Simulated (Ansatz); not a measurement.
# H₂O− (doublet): wave-function methods side by side at angle H2–O1–H3 = 101.6°, aug-cc-pVDZ

Aim: climb from Hartree-Fock through coupled cluster and multireference methods for H₂O− (doublet) at one geometry and basis, and see what each rung misses.

Program: Ansatz 0.2.0, Gaussian basis. Level of theory: aug-cc-pVDZ, core rule «outside noble gas», up to 1 orbitals frozen. These are calculated values, not measurements.

The runs, in order: UHF; CCSD(T) on ROHF; CCSD(T) on UHF; BCCD(T) on ROHF; CISD; CCSDT(Q) on ROHF; CCSDT(Q) on UHF; CASSCF and MRCISD+Q, 3 electrons in 3 orbitals; CASSCF and NEVPT2, 3 electrons in 3 orbitals; CASSCF and MRCISD+Q, 9 electrons in 6 orbitals; CASSCF and NEVPT2, 9 electrons in 6 orbitals.

10 further runs of the same task are left out: 1 for a mislabelled method, 8 that didn't finish, 1 set aside as unsound or not needed.

**1. The geometry**

The geometry derives from a PBE0/def2-TZVPD stationary point (not a proven minimum). One angle is set to the value named; bond lengths are kept.

3 atoms, charge -1, spin multiplicity 2.

Atoms are counted from 1 here; the program's logs count them from 0.

Bond lengths: O1–H2 0.977 Å, O1–H3 0.977 Å. Angles: H2–O1–H3 101.6°.

**2. UHF**

in.yaml reads:

```yaml
crystal:
  periodic: [false, false, false]
  atoms:
    - {symbol: O, position_ang: [0.000000, -0.069082, 0.000000]}
    - {symbol: H, position_ang: [0.000000, 0.548282, 0.757588]}
    - {symbol: H, position_ang: [0.000000, 0.548282, -0.757588]}
basis:
  gaussian: {orbitals: aug-cc-pVDZ}
total_charge: -1
magnetization: {spin_polarized: true, initial_magnetization: 1}
hamiltonian: {xc: hf}
output: {orbitals: {seedname: orbitals}}
```

Launch:

```bash
$ ansatz run in.yaml --threads 1 --pin off --events-out ev --progress --plain --max-ram 2393MiB
```

Further steps of the session: CCSD(T) on ROHF; CCSD(T) on UHF; BCCD(T) on ROHF; CISD; CCSDT(Q) on ROHF; CCSDT(Q) on UHF; CASSCF and MRCISD+Q, 3 electrons in 3 orbitals; CASSCF and NEVPT2, 3 electrons in 3 orbitals; CASSCF and MRCISD+Q, 9 electrons in 6 orbitals; CASSCF and NEVPT2, 9 electrons in 6 orbitals.

Before running them: what should the planned runs give, taken together? Wanted: UCCSDT(Q) below the RHF energy; RMP2 from UCCSDT(Q); UMP2 from UCCSDT(Q); RCCSD from UCCSDT(Q); RCCSD(T) from UCCSDT(Q); UCCSD(T) from UCCSDT(Q); RCCSDT(Q) from UCCSDT(Q); NEVPT2 pair from UCCSDT(Q); MRCISD+Q pair from UCCSDT(Q).

As calculated:

```
                         quantity                                                   value
   UCCSDT(Q) below the RHF energy                                              -6.6074 eV
              RMP2 from UCCSDT(Q)                                            +39.4 kJ/mol
              UMP2 from UCCSDT(Q)                                            +39.2 kJ/mol
             RCCSD from UCCSDT(Q)                                            +18.7 kJ/mol
          RCCSD(T) from UCCSDT(Q)                                             +2.3 kJ/mol
          UCCSD(T) from UCCSDT(Q)                                             +2.3 kJ/mol
         RCCSDT(Q) from UCCSDT(Q)                                             +0.1 kJ/mol
       NEVPT2 pair from UCCSDT(Q)                                            +43.0 kJ/mol
     MRCISD+Q pair from UCCSDT(Q)                                             +9.0 kJ/mol
    NEVPT2 valence from UCCSDT(Q)                                            +89.8 kJ/mol
levels within 1 kcal/mol (43 meV)  RCCSD(T), UCCSD(T), BCCD(T), RCCSDT, UCCSDT, RCCSDT(Q)
                    T1 diagnostic                                                   0.020
   effectively unpaired electrons                                                    1.00
```

In words: RCCSD(T) misses by +2.3 kJ/mol, 0.4 % of the correlation energy. One determinant dominates. Of the multireference levels listed MRCISD+Q valence comes nearest in total energy (+6.6 kJ/mol), which doesn't show that its space is the better one. These misses are within one basis, not against nature; the frozen cores of restricted and unrestricted runs differ, which can shift their rows. The highest orbital lies above zero: the basis alone holds the extra electron.
